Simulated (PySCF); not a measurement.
Stretching Si₂

Set-up: Si def2-TZVPP; no relativity (PySCF 2.14). Energies in eV from Si + Si in their ground configurations at the same level. State: ³Σg⁻ (triplet), unpaired electrons π ↑↑.

All columns are UHF.

```csv
R (Å),E (eV),HOMO (eV),LUMO (eV),Mayer bond order,⟨S²⟩
1.944,-0.896,-8.00,-0.41,1.94,2.02
2.034,-1.443,-8.02,-0.30,1.94,2.02
2.124,-1.723,-8.02,-0.20,1.94,2.02
2.192,-1.801,-8.00,-0.14,1.94,2.02
2.260,-1.793,-7.98,-0.08,1.95,2.02
2.328,-1.718,-7.94,-0.03,1.95,2.02
2.418,-1.538,-7.88,0.03,1.96,2.02
2.531,-1.225,-7.78,-0.16,1.97,2.02
2.667,-0.768,-7.52,-0.43,1.98,2.02
2.848,-0.096,-7.18,-0.76,1.99,2.02
```

Hartree–Fock leaves out correlation, which carries a large part of most bond energies and some tenths to 1 eV of ionisation energies. The state was picked by a PBE0 search and need not be the measured ground state.
